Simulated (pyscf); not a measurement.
H₃C–Zn–OH (SMILES [CH3][Zn][OH]) + H₂ (SMILES [H][H]) → H₃C–ZnH (SMILES [CH3][ZnH]) + H₂O (SMILES O), a four-centre exchange (singlet surface; O–Zn, H–H broken, H–Zn, H–O formed). Optimised with ωB97X-D3(BJ)/def2-SVP in PySCF. Energies in kcal/mol from the separated reactants.

Small-basis levels: PySCF, no dispersion term, spherical d functions. AM1 to PM7: differences of heats of formation from MOPAC, which are fitted to 298 K values and so differ in kind from electronic energies by zero-point and thermal terms. GFN2-xTB: tblite. Cost: rough CPU time at the saddle relative to B3LYP/6-31G*+LANL2DZ, from one job on a shared machine.

```tsv
level	barrier	reaction energy	cost
HF/STO-3G	…	+56.7	0.07
HF/3-21G	29.0	+28.7	0.06
HF/6-31G*+LANL2DZ	33.3	+7.8	0.08
MP2/6-31G*+LANL2DZ	31.9	+19.5	0.1
SVWN5/6-31G*+LANL2DZ	8.5	+15.8	0.8
BP86/6-31G*+LANL2DZ	18.1	+15.9	1
B3LYP/3-21G	25.4	+41.3	0.7
B3LYP/6-31G*+LANL2DZ	22.0	+15.0	1
M06-2X/6-31G*+LANL2DZ	…	+13.7	3
B3LYP/6-311+G**+LANL2DZ	19.1	+7.9	2
GFN2-xTB	14.2	-10.0	under 0.02
AM1	21.4	-27.4	under 0.02
ωB97M-D3(BJ)/def2-TZVP	…	+6.3	–
```

Q: Some entries are withheld; supply them.

A: 
- HF/STO-3G, barrier: 82.1
- M06-2X/6-31G*+LANL2DZ, barrier: 19.9
- ωB97M-D3(BJ)/def2-TZVP, barrier: 24.0

Against the last row the barrier runs from -15.4 (SVWN5/6-31G*+LANL2DZ) to +58.2 kcal/mol (HF/STO-3G). At SVWN5/6-31G*+LANL2DZ, B3LYP/3-21G this geometry lies under one side, so the entry may be no barrier of that level: it is a single point on another level's saddle. ωB97M-D3(BJ)/def2-TZVP has limits of its own. On the product side the descent ends in a complex (not fully relaxed), 7.8 kcal/mol under the separated species and 24.3 kcal/mol under the saddle at ωB97X-D3(BJ)/def2-TZVP. At the saddle there is also a short H–Zn contact that neither side keeps. This is the saddle that the search found; another between the same sides may lie lower. In the def2 sets elements up to Kr have no core potential.
